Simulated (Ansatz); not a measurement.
Task: a comparison of dispersion corrections of C2H4F2O2, SMILES COC(O)(F)F, with the Ansatz DFT code, driven from Python. Give the script and its output. Level of theory (for the species named): PBE, def2-SVP basis, multiplicity 1, D3BJ dispersion.

The script, `c2h4f2o2_disp.py`:
```python
"""Dispersion corrections for C2H4F2O2."""

import ansatz as az
from rdkit import Chem
from rdkit.Chem import AllChem

BASIS_SET = "def2-SVP"


def main() -> None:
    # start geometry from RDKit
    rd = Chem.AddHs(Chem.MolFromSmiles("COC(O)(F)F"))
    AllChem.EmbedMolecule(rd, randomSeed=195)
    AllChem.UFFOptimizeMolecule(rd)
    molecule = az.Crystal.molecule()
    for atom, xyz in zip(rd.GetAtoms(), rd.GetConformer().GetPositions()):
        molecule = molecule.atom(atom.GetSymbol(), xyz.round(5).tolist())

    calculation = molecule.calculation().basis(gaussian=BASIS_SET)
    for name in ["pbe", "r2scan"]:
        for correction in ("d3bj", "d4"):
            data = calculation.functional(name, dispersion=correction).run().report
            print(f"{name:8s} {correction:5s} total {data['free_energy_ev']:.5f} eV, of which dispersion {1000 * data['dispersion']['energy']['ev']:.2f} meV")


if __name__ == "__main__":
    main()
```

Output of `python c2h4f2o2_disp.py`:
```text
pbe      d3bj  total -11646.29564 eV, of which dispersion -150.06 meV
pbe      d4    total -11646.30355 eV, of which dispersion -157.97 meV
DeckWarning: the engine holds no damping parameters fitted to this dispersion correction and functional, so the run takes those fitted to r2scan beside the three-body term, which d3bj leaves out (hamiltonian.dispersion, under Limitations)
r2scan   d3bj  total -11652.60391 eV, of which dispersion -40.54 meV
r2scan   d4    total -11652.60332 eV, of which dispersion -39.95 meV
```
(Warnings from the package without file and line.)

What to keep in mind:
- Total energies depend on the basis set; only differences at equal settings carry meaning.
- The geometry is a force-field or estimated start, not a minimum of this method, and the basis set is short of its limit. D4 holds the three-body term, and d3bj doesn't.
- A dispersion term here runs with damping parameters fitted for another variant or functional.
- Wall time of the script: 18 s on 1 thread of Arm Neoverse V1, on a shared host, peak memory 0.27 GiB.
